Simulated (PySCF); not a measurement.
# M06-2X/def2-TZVPPD run of BH (SMILES [BH])

Aim: the vertical singlet–triplet gap of BH at M06-2X/def2-TZVPPD, from 2 runs. The job is set up through a Python script.

The results are computed with PySCF 2.14.0.

3 further runs of the same task are left out: 1 that didn't finish, 2 set aside as unsound or not needed.

### Step 1. Starting point

BH: 2 atoms, total charge 0, spin state singlet. As SMILES, `[BH]`. The bond length is the measured one.

Bond lengths: B1–H2 1.232 Å.

### Step 2. The energy at M06-2X/def2-TZVPPD

run.py

```python
# borane(1)
from pyscf import gto, dft

mol = gto.Mole()
mol.atom = '''
B    0.000000   0.000000   0.000000
H    0.000000   0.000000   1.232400
'''
mol.max_memory = 1860
mol.verbose = 3
mol.basis = 'def2-tzvppd'
mol.build()

mf = dft.RKS(mol)
mf.xc = 'm06-2x'
mf.conv_tol = 1e-10
mf.grids.level = 5
mf.kernel()
if not mf.converged:
    mf = mf.newton().run(mf.mo_coeff, mf.mo_occ)

etot = mf.e_tot
print('E(%s) = %.9f' % ('M06-2X', etot))
```

Run with:

```sh
$ OMP_NUM_THREADS=1 python run.py
```

What it wrote:

```text
converged SCF energy = -25.28283097109
E(M06-2X) = -25.282830971
```

Run time: 5.4 s. Hardware: 1 thread of Arm Neoverse N1, shared host; peak memory 0.29 GiB.

### Step 3. The triplet, same level

job.py

```python
from pyscf import gto, dft

system = gto.M(
    atom='''
B      0.000000     0.000000     0.000000
H      0.000000     0.000000     2.328898
''',
    max_memory=1860,
    basis='def2-tzvppd',
    unit='bohr',
    spin=2,
    verbose=4,
)

mf = dft.UKS(system)
mf.xc = 'm06-2x'
mf.conv_tol = 1e-10
mf.grids.level = 5
mf.kernel()
if not mf.converged:
    mf = mf.newton().run(mf.mo_coeff, mf.mo_occ)

e_final = mf.e_tot
print('E = %.10f Eh' % e_final)
```

Run with:

```sh
$ OMP_NUM_THREADS=1 python job.py
```

What it wrote:

```text
PySCF version 2.14.0

[INPUT] num. atoms = 2
[INPUT] num. electrons = 6
[INPUT] charge = 0
[INPUT] spin (= nelec alpha-beta = 2S) = 2
[INPUT] symmetry False subgroup None
[INPUT] Mole.unit = bohr
[INPUT] Symbol           X                Y                Z      unit          X                Y                Z       unit  Magmom
[INPUT]  1 B      0.000000000000   0.000000000000   0.000000000000 AA    0.000000000000   0.000000000000   0.000000000000 Bohr   0.0
[INPUT]  2 H      0.000000000000   0.000000000000   1.232399748157 AA    0.000000000000   0.000000000000   2.328898000000 Bohr   0.0

nuclear repulsion = 2.1469381656045
number of shells = 20
number of NR pGTOs = 71
number of NR cGTOs = 54
basis = def2-tzvppd
ecp = {}

******** <class 'pyscf.dft.uks.UKS'> ********
method = UKS
initial guess = minao
damping factor = 0
level_shift factor = 0
DIIS = <class 'pyscf.scf.diis.CDIIS'>
diis_start_cycle = 1
diis_space = 8
diis_damp = 0
SCF conv_tol = 1e-10
SCF conv_tol_grad = None
SCF max_cycles = 50
direct_scf = True
direct_scf_tol = 1e-13
number electrons alpha = 4  beta = 2
XC library pyscf.dft.libxc version 7.0.0
    S. Lehtola, C. Steigemann, M. J.T. Oliveira, and M. A.L. Marques.,  SoftwareX 7, 1–5 (2018)
XC functionals = m06-2x
    Y. Zhao and D. G. Truhlar.,  Theor. Chem. Acc. 120, 215 (2008)
    Y. Zhao and D. G. Truhlar.,  Theor. Chem. Acc. 120, 215 (2008)
radial grids:
    Treutler-Ahlrichs [JCP 102, 346 (1995); DOI:10.1063/1.469408] (M4) radial grids

becke partition: Becke, JCP 88, 2547 (1988); DOI:10.1063/1.454033
pruning grids: <function nwchem_prune>
grids dens level: 5
symmetrized grids: False
atomic radii adjust function: <function treutler_atomic_radii_adjust>
small_rho_cutoff = 0
Set gradient conv threshold to 1e-05
tot grids = 66704
init E= -25.1444071305684

[... the frontier-level lines of each cycle are left out ...]



cycle= 1 E= -25.2150009239058  delta_E= -0.0706  |g|= 0.106  |ddm|= 0.683
cycle= 2 E= -25.2339811469262  delta_E= -0.019  |g|= 0.0453  |ddm|= 0.249
cycle= 3 E= -25.2363174238697  delta_E= -0.00234  |g|= 0.0164  |ddm|= 0.0775
cycle= 4 E= -25.2367968489013  delta_E= -0.000479  |g|= 0.00547  |ddm|= 0.0338
cycle= 5 E= -25.2368398373221  delta_E= -4.3e-05  |g|= 0.00236  |ddm|= 0.00908
cycle= 6 E= -25.2368472621836  delta_E= -7.42e-06  |g|= 0.00108  |ddm|= 0.00369
cycle= 7 E= -25.2368483386805  delta_E= -1.08e-06  |g|= 0.000608  |ddm|= 0.00304
cycle= 8 E= -25.2368485710736  delta_E= -2.32e-07  |g|= 9.42e-05  |ddm|= 0.000641
cycle= 9 E= -25.2368485749266  delta_E= -3.85e-09  |g|= 3.37e-05  |ddm|= 0.000166
cycle= 10 E= -25.2368485757806  delta_E= -8.54e-10  |g|= 6.72e-06  |ddm|= 4.71e-05
cycle= 11 E= -25.2368485759528  delta_E= -1.72e-10  |g|= 3.59e-06  |ddm|= 1.67e-05
cycle= 12 E= -25.2368485760955  delta_E= -1.43e-10  |g|= 3.51e-06  |ddm|= 1.43e-05
cycle= 13 E= -25.2368485762301  delta_E= -1.35e-10  |g|= 3.51e-06  |ddm|= 1.34e-05
cycle= 14 E= -25.2368485763648  delta_E= -1.35e-10  |g|= 3.51e-06  |ddm|= 1.35e-05
cycle= 15 E= -25.2368485764258  delta_E= -6.1e-11  |g|= 3.51e-06  |ddm|= 6.08e-06
Extra cycle  E= -25.2368485765554  delta_E= -1.3e-10  |g|= 3.51e-06  |ddm|= 1.29e-05
converged SCF energy = -25.2368485765554  <S^2> = 2.0013736  2S+1 = 3.0009156
E = -25.2368485766 Eh
```

Wall time 15 s (1 thread of Arm Neoverse N1, shared host); peak memory 0.3 GiB.

### Step 4. Summary of results

Level: M06-2X/def2-TZVPPD.

| quantity | value |
| --- | --- |
| singlet: total energy | -25.28283 Eh |
| singlet: dipole moment | 1.56 D |
| singlet: HOMO energy | -7.73 eV |
| singlet: LUMO energy | -1.26 eV |
| singlet: HOMO–LUMO gap | 6.47 eV |
| triplet: total energy | -25.23685 Eh |
| triplet: dipole moment | 0.22 D |
| triplet: HOMO energy (highest over α and β) | -6.28 eV |
| triplet: LUMO energy (lowest over α and β) | -4.21 eV |
| triplet: ⟨S²⟩ | 2.001 |
| vertical energy of the triplet above the singlet | 1.251 eV |

**Reading.** At this shape the triplet lies 1.25 eV (121 kJ/mol) above the singlet.
